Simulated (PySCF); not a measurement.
An unknown is described by computed data only.

Formula: C8H10O2.

- Valence photoelectron: vertical ionisation energy: 7.56 eV [ΔSCF PBE0/def2-SVPD]
- 13C NMR: chemical shifts (computed TMS as zero) by class: 157.8 (2 C), 117.7 (4 C), 53.8 (2 C) ppm [GIAO PBE0/pcSseg-1]
- Triplet: lowest triplet excitation (Tamm–Dancoff): 3.59 eV [TDA PBE0/def2-SVPD]
- NMR, other nuclei: isotropic shieldings of nuclei other than C and H, by class: 243 (2 O) ppm [GIAO PBE0/pcSseg-1]
- Rotational structure: rotational constants A, B, C: 4.541, 0.695, 0.608 GHz [PBE0-D3(BJ)/def2-SVP]
- 1H NMR: chemical shifts (computed TMS as zero) by class: 6.79 (4 H), 3.61 (6 H) ppm [GIAO PBE0/pcSseg-1]
- Polarisability: 105.8 au [PBE0/def2-SVPD]

Electronic properties: PySCF, gas phase, density fitting. Levels stand in brackets. Isolated species at its PBE0-D3(BJ)/def2-SVP geometry (one conformer only). NMR classes are plain means over equivalent atoms (diastereotopic ones count apart unless rotation or inversion swaps them), as if these changed places fast.

Task: Give a SMILES that accounts for the data.

Result: Numbering: `[CH3:1][O:2][c:3]1[cH:4][cH:5][c:6]([O:7][CH3:8])[cH:9][cH:10]1`. Its formula, C8H10O2, gives 4 degrees of unsaturation: 1 ring and 3 π bonds in the structure found (Kekulé form). 8 carbons fall into 3 classes; from least to most shielded: aromatic carbon bearing oxygen [C3/C6] (157.8 ppm, 2 C), aromatic CH carbon [C4/C5/C9/C10] (117.7 ppm, 4 C, up to 9.3 ppm apart in this geometry), methoxy carbon [C1/C8] (53.8 ppm, 2 C). Hydrogen classes from least to most shielded: 4 H on 4 aromatic CH carbons, C4/C5/C9/C10 (6.79 ppm), 6 H on 2 methoxy carbons, C1/C8 (3.61 ppm, a mean of values up to 0.5 ppm apart in this geometry). The other shieldings belong to: 243 ppm, aryl ether oxygen [O2/O7]. The first electron is taken from the HOMO, whose largest Löwdin shares are 0.15 on each of 2 atoms of one kind (aryl ether oxygen) and 0.14 on each of 2 atoms of one kind (aromatic carbon bearing oxygen). The optimised geometry has point group C2h and is an asymmetric top. Structure: 1,4-dimethoxybenzene (`COc1ccc(OC)cc1`). Computed isomers that give other values at the same levels: `COc1ccccc1OC` (13C chemical shifts (computed TMS as zero) by class: 154.0 (2 C), 124.6 (2 C), 112.2 (2 C), 53.5 (2 C) ppm); `COCc1ccc(O)cc1` (rotational constant A: 3.439 GHz; this holds for the one conformer computed); `C=CC(=C)/C=C\OC(C)=O` (rotational constant A: 2.422 GHz; this holds for the one conformer computed). The assignments are read from this structure; whether some other isomer fits the data as well wasn't checked.

The values belong to the conformer `[CH3:1][O:2][c:3]1[cH:4][cH:5][c:6]([O:7][CH3:8])[cH:9][cH:10]1`: C1–O2–C3–C4 180°, C5–C6–O7–C8 0°.
